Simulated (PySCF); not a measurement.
Molecule: `InChI=1S/C3H4/c1-2-3-1/h1-2H,3H2`.

Molfile (atoms numbered from 1):
```
C3H4
     RDKit          3D

  7  7  0  0  0  0  0  0  0  0999 V2000
   -0.5273    0.6691    0.1296 C   0  0  0  0  0  0  0  0  0  0  0  0
   -0.6389   -0.6049   -0.0845 C   0  0  0  0  0  0  0  0  0  0  0  0
    0.7636   -0.0732   -0.0492 C   0  0  0  0  0  0  0  0  0  0  0  0
   -0.9870    1.6372    0.3110 H   0  0  0  0  0  0  0  0  0  0  0  0
   -1.2583   -1.4887   -0.2129 H   0  0  0  0  0  0  0  0  0  0  0  0
    1.4056   -0.2754    0.8234 H   0  0  0  0  0  0  0  0  0  0  0  0
    1.3342    0.0340   -0.9859 H   0  0  0  0  0  0  0  0  0  0  0  0
  1  2  2  0
  2  3  1  0
  3  1  1  0
  1  4  1  0
  2  5  1  0
  3  6  1  0
  3  7  1  0
M  END
```

Geometry PBE0-D3(BJ)/def2-SVP throughout; GIAO in PySCF, gas phase, one conformer, non-relativistic; equivalent atoms averaged; basis pcSseg-2.

Q: How do the shifts δ (against TMS at the same level) depend on the functional? (ppm; last column core-seconds on shared hosts with different chips, so compare them loosely)

A: 
```
functional                    kind  C1/C2   C3  H4/H5  H6/H7  core-s
        HF            Hartree–Fock  122.0  1.1   7.80   1.32     1.4
       LDA                     LDA  124.6  5.7   7.28   1.12     4.5
       PBE                     GGA  119.1  6.5   7.20   1.16     5.3
      BLYP                     GGA  118.7  5.9   7.22   1.21     5.3
      BP86                     GGA  118.9  6.9   7.18   1.17     5.3
      OPBE                     GGA  115.1  8.3   7.11   1.16     5.1
       KT2                     GGA  111.5  6.0   7.14   1.16     5.4
       KT3                     GGA  110.0  6.8   7.09   1.20     4.8
     B97-D                     GGA  114.8  6.9   7.17   1.20     5.3
     B3LYP           global hybrid  120.6  5.1   7.35   1.22       3
      PBE0           global hybrid  121.0  5.6   7.36   1.19       3
  mPW1PW91           global hybrid  121.0  5.8   7.35   1.19       3
      WP04           global hybrid  118.7  7.5   7.02   1.18     6.2
     B97-2           global hybrid  118.0  6.1   7.29   1.20     5.6
 BHandHLYP           global hybrid  122.1  3.5   7.54   1.26     5.3
 CAM-B3LYP  range-separated hybrid  123.8  3.5   7.50   1.22     7.4
   wB97X-D  range-separated hybrid  122.5  5.0   7.42   1.18     7.1
   LC-wPBE  range-separated hybrid  127.0  4.0   7.50   1.17      10
```

Q: Which nucleus moves most, in ppm?

A: C1/C2 (alkene CH): from 110.0 ppm with KT3 to 127.0 ppm with LC-wPBE. The smallest spread is 0.20 ppm, at H6/H7. Proton shifts span only some 12 ppm, so a few tenths of a ppm matter as much there as several ppm in carbon.
